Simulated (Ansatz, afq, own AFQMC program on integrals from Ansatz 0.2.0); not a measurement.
BGeH₃⁺, quartet: AFQMC among the cluster methods

```xyz
5

Ge    0.0000    0.0153    0.2548
B     0.0000   -0.1694   -1.6836
H     0.0000    1.3104    1.0937
H     0.0000   -1.1983    1.1926
H     0.0000    0.6029   -2.5878
```

Connectivity, by distances: GeH2–BH.

Basis cc-pVDZ. Only valence electrons are correlated. Ansatz 0.2.0 and our own AFQMC program on the same integrals; the CISD trial comes from CCSD amplitudes, and released means the phaseless constraint is let go. ± is one standard error of the sampling. No spin–orbit coupling.

Determinant: ROHF, the one that the program's search chose, which needn't be the lowest solution. The geometry is a PBE0/def2-TZVP stationary point of this or a neighbouring charge and spin state.

No full CI on the walks' own integrals is used here; CCSDT(Q) serves as the reference and is uncertain by about the last step of the cluster series.

Cautions: no relativity below Rb; no spin-orbit coupling; inner d shell frozen; lower spins were not checked; higher spins were not checked; raised T1 diagnostic (T1 0.041, weight of the determinant 0.87, largest double 0.08); the released energies are still falling, so no released level is given (meV from the phaseless value at times in 1/Eh: -5 ± 3 at 0.24, -9.0 ± 2.2 at 0.51, -10.5 ± 2.0 at 0.99, -17 ± 3 at 1.62, -19.2 ± 1.9 at 2.40).

* T1 diagnostic: 0.0408
* weight of the determinant in the CISD state: 0.865
* size of the correlated space: 9 electrons in 41 orbitals

```tsv
level	correlation energy (eV)
MP2	-3.4274
CCSD	-4.4857
CCSD(T)	-4.6290
```

Q: Estimate where phaseless AFQMC with a CISD trial lies against CCSD(T) on the same integrals.

A: 2.5 ± 0.3 kJ/mol below CCSD(T).

Reference: CCSDT(Q), correlation energy -4.680 eV.

```
        level  E − E(reference) (kJ/mol)  share of correlation (%)
      CCSD(T)                        4.9                     98.91
        CCSDT                        0.6                     99.87
ph-AFQMC/CISD                  2.4 ± 0.3                     99.46
```

A walk keeps the symmetry of its determinant, which the program's search chose and which needn't be the lowest solution, so a lower state of the same spin and another symmetry isn't excluded.
